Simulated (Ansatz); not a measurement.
# CH3NO2: up Jacob's ladder to CCSD(T)

One table from this session's results is given with a row withheld; the runs are named, their logs left out.

Program: Ansatz 0.2.0, Gaussian basis. Level of theory: functionals in def2-TZVPP, the program's frozen cores in correlated methods. These are calculated values, not measurements.

Plan: LDA (SPW92), PBE-D4, revPBE-D4, BLYP-D4, r2SCAN-D4, B97M-V, PBE0-D4, B3LYP-D4, r2SCANh-D4, r2SCAN0-D4, HSE06-D4, BHLYP-D4, CAM-B3LYP-D4, LC-ωPBE, ωB97X-V, ωB97M-V, B2PLYP, PBE-QIDH; CCSD(T)/def2-SVP; CCSD(T)/def2-TZVPP; MP2/def2-QZVPP; extrapolation to the limit; RPA on PBE.

## The geometry

An earlier PBE0-D4 in a triple-zeta def2 set relaxation fixed the geometry.

SMILES `NC(=O)O`, 7 atoms, charge 0, spin multiplicity 1.

Atoms are counted from 1 here; the program's logs count them from 0.

Bond lengths: N1–C2 1.349 Å, N1–H5 1.002 Å, N1–H6 1.002 Å, C2–O3 1.206 Å, C2–O4 1.352 Å, O4–H7 0.964 Å. Angles: C2–N1–H5 121.2°, C2–N1–H6 118.3°, H5–N1–H6 120.5°, N1–C2–O3 125.8°, N1–C2–O4 110.8°, O3–C2–O4 123.4°, C2–O4–H7 105.5°.

Set-up of the first run:

Input file in.yaml:

```yaml
crystal:
  periodic: [false, false, false]
  atoms:
    - {symbol: N, position_ang: [-0.437077, 0.865791, 0.284479]}
    - {symbol: C, position_ang: [0.194324, -0.320421, 0.167126]}
    - {symbol: O, position_ang: [0.624833, -0.982756, 1.078092]}
    - {symbol: O, position_ang: [0.291094, -0.686274, -1.130711]}
    - {symbol: H, position_ang: [-0.781898, 1.351912, -0.521099]}
    - {symbol: H, position_ang: [-0.581792, 1.237472, 1.203191]}
    - {symbol: H, position_ang: [0.751616, -1.533623, -1.126778]}
basis:
  gaussian: {orbitals: def2-TZVPP}
hamiltonian: {xc: lda}
output: {orbitals: {seedname: orbitals}}
```

Launch:

```sh
$ ansatz run in.yaml --threads 2 --pin off --events-out ev --progress --plain --max-ram 4352MiB
```

Among the steps run: LDA; PBE-D4 (GGA); revPBE-D4 (GGA); BLYP-D4 (GGA); r2SCAN-D4 (meta-GGA); B97M-V (meta-GGA); B3LYP-D4 (hybrid); r2SCANh-D4 (hybrid); r2SCAN0-D4 (hybrid); HSE06-D4 (hybrid); BHLYP-D4 (hybrid); CAM-B3LYP-D4 (range-separated); LC-ωPBE (range-separated); ωB97X-V (range-separated); ωB97M-V (range-separated); B2PLYP (double hybrid); PBE-QIDH (double hybrid).

One of the session's tables, all rows but one given; the rest of the session is left out.

It belongs to the step «Frontier levels by functional». 

```
  functional  HOMO (eV)  LUMO (eV)  gap (eV)
 LDA (SPW92)      -6.61      -0.07      6.54
      PBE-D4      -6.38       0.01      6.40
   revPBE-D4      -6.30       0.06      6.36
     BLYP-D4      -6.31      -0.08      6.23
   r2SCAN-D4      -6.73       0.75      7.49
      B97M-V      -6.83       0.27      7.10
     PBE0-D4      -8.12       0.87      8.99
    B3LYP-D4      -7.86       0.46      8.31
  r2SCANh-D4      -7.39       1.08      8.48
  r2SCAN0-D4      -8.38       1.43      9.81
    HSE06-D4          ?          ?         ?
    BHLYP-D4      -9.58       1.42     11.00
CAM-B3LYP-D4      -9.63       1.58     11.22
     LC-ωPBE     -11.00       2.98     13.98
     ωB97X-V     -10.62       2.77     13.39
     ωB97M-V     -10.53       2.26     12.79
```

Estimate the missing values for HSE06-D4.

As computed: HOMO (eV): -7.70; LUMO (eV): 0.50; gap (eV): 8.21. In the column «HOMO (eV)» it lies between B3LYP-D4 (-7.86) and r2SCANh-D4 (-7.39).
